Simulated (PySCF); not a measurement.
Compound: C₆H₁₀.
Atom-mapped SMILES: `[CH2:1]=[CH:2][CH:3]1[CH2:4][CH2:5][CH2:6]1` (hydrogens: H7, H8 on C1; H9 on C2; H10 on C3; H11, H12 on C4; H13, H14 on C5; H15, H16 on C6)

The same species was optimised twice, with GFN2-xTB and with PBE0-D3(BJ)/def2-SVP (PySCF), and the same property calculations (PySCF, gas phase) were run on both structures.

| coordinate | GFN2-xTB | PBE0-D3(BJ)/def2-SVP | change |
| --- | --- | --- | --- |
| C1=C2 (Å) | 1.320 | 1.334 | +0.014 |
| C5–C6 (Å) | 1.535 | 1.539 | +0.004 |
| C4–C5 (Å) | 1.535 | 1.539 | +0.004 |
| C3–C4 (Å) | 1.546 | 1.549 | +0.003 |
| C3–C6 (Å) | 1.547 | 1.549 | +0.002 |
| C2–C3 (Å) | 1.489 | 1.488 | -0.001 |
| C2–C3–C6 (°) | 113.5 | 119.3 | +5.8 |
| C2–C3–C4 (°) | 113.6 | 119.2 | +5.6 |
| C4–C5–C6 (°) | 89.6 | 88.1 | -1.5 |
| C4–C3–C6 (°) | 88.8 | 87.3 | -1.5 |
| C3–C4–C5 (°) | 89.9 | 88.7 | -1.2 |
| C3–C6–C5 (°) | 89.9 | 88.7 | -1.2 |
| C1–C2–C3 (°) | 124.8 | 125.6 | +0.8 |
| C1–C2–C3–C4 (°) | -133 | -128 | +5 |

Rotational constants: A = 8579, B = 2334, C = 2128 MHz (GFN2-xTB) against A = 9421, B = 2174, C = 1966 MHz (PBE0-D3(BJ)/def2-SVP). Some torsions differ by more than 30° (C2–C3–C4–C5 -105° against -142°; C3–C4–C5–C6 -10° against 20°; C4–C5–C6–C3 10° against -20°), so the changes below aren't those of bond lengths and angles alone. Atoms that the bonding makes alike are paired by their places after alignment.

On the GFN2-xTB structure: lowest triplet, Tamm–Dancoff (eV) 4.48 [CAM-B3LYP/def2-SVPD]; isotropic polarisability (au) 69.9 [CAM-B3LYP/def2-SVPD]; HOMO (eV) -8.60 [CAM-B3LYP/def2-SVPD]; LUMO (eV) 1.49 [CAM-B3LYP/def2-SVPD]; dipole (D) 0.45 [CAM-B3LYP/def2-SVPD]; HOMO (eV) -7.27 [PBE0/pcSseg-1]; LUMO (eV) 0.50 [PBE0/pcSseg-1]; dipole (D) 0.41 [PBE0/pcSseg-1]; GIAO shielding of C1 (ppm) 69.2 [PBE0/pcSseg-1]; GIAO shielding of C2 (ppm) 33.7 [PBE0/pcSseg-1]; GIAO shielding of C3 (ppm) 145.5 [PBE0/pcSseg-1]; GIAO shielding of C4/C6 (mean) (ppm) 159.4 [PBE0/pcSseg-1]; GIAO shielding of C5 (ppm) 169.1 [PBE0/pcSseg-1].

Q: What do these properties become on the PBE0-D3(BJ)/def2-SVP structure?

A: 
```
                                    property                level  on GFN2-xTB  on PBE0-D3(BJ)/def2-SVP  change
           lowest triplet, Tamm–Dancoff (eV)  CAM-B3LYP/def2-SVPD         4.48                     4.31   -0.17
               isotropic polarisability (au)  CAM-B3LYP/def2-SVPD         69.9                     72.2    +2.3
                                   HOMO (eV)  CAM-B3LYP/def2-SVPD        -8.60                    -8.59   +0.01
                                   LUMO (eV)  CAM-B3LYP/def2-SVPD         1.49                     1.30   -0.19
                                  dipole (D)  CAM-B3LYP/def2-SVPD         0.45                     0.36   -0.09
energy, GFN2-xTB geometry as zero (kcal/mol)  CAM-B3LYP/def2-SVPD          0.0                     -2.0    -2.0
                                   HOMO (eV)        PBE0/pcSseg-1        -7.27                    -7.27    0.00
                                   LUMO (eV)        PBE0/pcSseg-1         0.50                     0.30   -0.20
                                  dipole (D)        PBE0/pcSseg-1         0.41                     0.31   -0.10
energy, GFN2-xTB geometry as zero (kcal/mol)        PBE0/pcSseg-1          0.0                     -2.0    -2.0
                  GIAO shielding of C1 (ppm)        PBE0/pcSseg-1         69.2                     63.6    -5.6
                  GIAO shielding of C2 (ppm)        PBE0/pcSseg-1         33.7                     31.7    -2.0
                  GIAO shielding of C3 (ppm)        PBE0/pcSseg-1        145.5                    140.7    -4.8
        GIAO shielding of C4/C6 (mean) (ppm)        PBE0/pcSseg-1        159.4                    152.8    -6.6
                  GIAO shielding of C5 (ppm)        PBE0/pcSseg-1        169.1                    164.0    -5.1
```

The heavy atoms differ by 0.294 Å rms after alignment (one structure mirrored). Among bonds between heavy atoms C1=C2 changes most (+0.014 Å). Changes are differences of the printed values. Neither structure is proved a minimum here.
